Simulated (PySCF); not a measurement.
## Electric field gradients and quadrupole coupling constants

Compound: C3H6Cl2.
Numbering: `[CH3:1][C:2]([CH3:3])([Cl:4])[Cl:5]` (hydrogens: H6, H7, H8 on C1; H9, H10, H11 on C3)

Cartesian coordinates in Å at the PBE0-D3(BJ)/def2-SVP level; atoms count from 1:
```xyz
11
C3H6Cl2 angstrom
C      1.118   -0.314   -0.613
C     -0.089    0.477   -0.157
C     -0.986   -0.269    0.806
Cl     0.481    1.989    0.639
Cl    -1.057    0.932   -1.608
H      0.788   -1.231   -1.122
H      1.726    0.281   -1.307
H      1.733   -0.585    0.258
H     -1.361   -1.186    0.328
H     -1.839    0.357    1.098
H     -0.416   -0.538    1.708
```

Field gradients from the PBE0/pcSseg-1 density (PySCF, non-relativistic), principal values in atomic units, ordered |Vxx| ≤ |Vyy| ≤ |Vzz|:

```
atom      Vxx      Vyy     Vzz
 Cl4  -1.9370  -2.0692  4.0062
 Cl5  -1.9377  -2.0682  4.0059
```

Find the asymmetry η = (Vxx − Vyy)/Vzz and the couplings χ = eQV/h (234.96 MHz × Q in barn × V in au), with Q(35Cl) = −0.0817 b.

```tsv
atom	environment	nucleus	η	χzz (MHz)	χxx (MHz)	χyy (MHz)
Cl4	alkyl chlorine	35Cl	0.03	-76.91	37.18	39.72
Cl5	alkyl chlorine	35Cl	0.03	-76.90	37.20	39.70
```

The gradient is axial or nearly so (η below 0.05) at Cl4 and Cl5. 

What is Vzz at Cl5 in SI units (1 au = 9.71736 × 10²¹ V/m²)?

4.0059 au = 38.927 × 10²¹ V/m².

And the gradient at the other heavy atoms, for which no coupling is worked out here?

```tsv
atom	environment	Vzz (au)	η
C1	methyl carbon	0.133	0.16
C2	CCl2 carbon	-0.472	0.72
C3	methyl carbon	0.133	0.16
```

Geometry: PBE0-D3(BJ)/def2-SVP; no solvent, vibrations or thermal averaging. The small basis limits the accuracy of the gradients.
